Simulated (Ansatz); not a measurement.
System: methyl formate, C$_{2}$H$_{4}$O$_{2}$, charge 0, multiplicity 1. 
Structure (B3LYP-D3(BJ)/def2-TZVP (Ansatz, a quantum-chemistry and plane-wave program) minimum search):
SMILES: C(=O)OC
```xyz
8

C     -0.9314    -0.0909     0.0015
O     -0.7248    -1.2718    -0.0191
O      0.0010     0.8677     0.0146
H     -1.9259     0.3745     0.0125
C      1.3667     0.4114     0.0025
H      1.9749     1.3108     0.0157
H      1.5676    -0.2028     0.8792
H      1.5619    -0.1729    -0.8956
```

Computed values are from Ansatz. Valence correlation only, unless marked. UHF or UKS for open shells. Spin-orbit coupling is left out. No relativistic terms. Basis-set limits of correlation are two-point, X^-3; Hartree-Fock from the larger set. The bracket is a focal-point correction in the basis named.

What is the dipole moment at CCSD(T)/aug-cc-pVDZ?

1.86 D.

What is the total energy at RI-MP2/CBS(aug-cc-pVTZ,aug-cc-pVQZ)+[CCSD(T)-MP2]/aug-cc-pVTZ?

-228.8462 Eh.

What is the atomisation energy De at RI-MP2/CBS(aug-cc-pVTZ,aug-cc-pVQZ)+[CCSD(T)-MP2]/aug-cc-pVTZ?

3287.1 kJ/mol.

What is the T1 diagnostic at CCSD/aug-cc-pVTZ?

0.016.
